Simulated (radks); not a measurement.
# N²⁺ in [He] 2s2 2p1: an all-electron calculation

What are the levels of the nitrogen ion N2+, how large are its shells, and how does its energy divide?

Program: radks (a radial shooting solver on a logarithmic mesh, Libxc functionals) version 1. Level of theory: non-relativistic Kohn-Sham, PBEsol, spin-polarised, spherical densities, point nucleus; open shells are filled with parallel spins first. These are calculated values, not measurements, unless marked.

### 1 What is computed

| Item | Value |
| --- | --- |
| element | nitrogen (Z = 7) |
| charge | +2 |
| electrons | 5 |
| configuration | [He] 2s2 2p1 |

The outer shells:

N²⁺
```
[He] core
2s [↑↓]
2p [↑ ][  ][  ]
```

### 2 The run

The run's settings:

```text
Z 7
configuration [He] 2s2 2p1
relativity non-relativistic
functional pbe_sol,pbe_sol
spin polarised
nucleus point
```

**Question.** What will this run give?

The runs gave:

| quantity | value |
| --- | --- |
| total energy | -52.67902 hartree |
| exchange-correlation share of it | 10.48 % |
| −T/E | 0.9974 |
| highest occupied level | 2p up, -38.415 eV |
| most extended occupied level | 2s down, <r> = 1.18 bohr |
| radius at density 0.001 e/bohr³ | 2.68 bohr |
| maxima of the radial density | 2 |
| ionisation energy, NIST | 47.445 (semi-emp.) eV |

What this shows: 2 principal shells are occupied and 2 maxima appear in the radial density. −T/E = 0.9974, near the virial value of 1. The top level binds by 38.415 eV, 81 % of the NIST ionisation energy of 47.445 eV; the potential of a semilocal functional falls off too fast, so its top eigenvalue is too shallow. Open shells are spherical and high-spin; term and fine-structure splittings are not resolved.
